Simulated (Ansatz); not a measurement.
Ansatz (an electronic-structure program) input (RI-MP2/def2-QZVPP):
A basis named .json is the Basis Set Exchange file of that set.

Ansatz 0.2 input:
```yaml
crystal:
  periodic: [false, false, false]
  atoms:
    - {symbol: Si, position_ang: [0.08512521, 0.08333339, 0.08368655]}
    - {symbol: H, position_ang: [-0.93940997, -0.90765273, 0.67751647]}
    - {symbol: H, position_ang: [-0.91388705, 0.68123940, -0.93063229]}
    - {symbol: H, position_ang: [0.66154409, -0.94025419, -0.91849584]}
basis:
  gaussian:
    orbitals: def2-QZVPP.json
    fitting: {mean_field: def2-universal-jkfit, correlation: def2-QZVPP-RIFIT.json}
total_charge: -1
magnetization: {spin_polarized: false}
correlation: {method: mp2, electrons: outside_noble_gas}
```

Output:

```
Functional definition: HF
integrals: 0.06 GiB planned
182 factors; integrals over basis functions are off by at most 3.0e0 eV
335 factors; integrals over basis functions are off by at most 5.4e-1 eV
mean field: 0.23 GiB planned
mean field evaluation 1: about -7908.3192 eV, gradient 1.0e1 eV
mean field evaluation 2: about -7908.9122 eV, gradient 3.4e0 eV
mean field evaluation 4: about -7909.0010 eV, gradient 2.6e-1 eV
mean field -7909.00197431 eV, -290.6504616419 hartree, gradient 1.9e-6 eV, S^2 0.000000; 0 other end points of the search recorded, 0 dependent functions left out
5 core orbitals not correlated
reference -7909.00197431 eV, -290.6504616419 hartree; 4, 4 occupied and 151, 151 virtual orbitals, 335 factors
second order -4.41774479 eV of doubles, -0.00000000 eV of singles
Total energy: -7913.41971910 eV, -290.8128107685 hartree
```

Whether it binds its extra electron was not tested at this geometry.
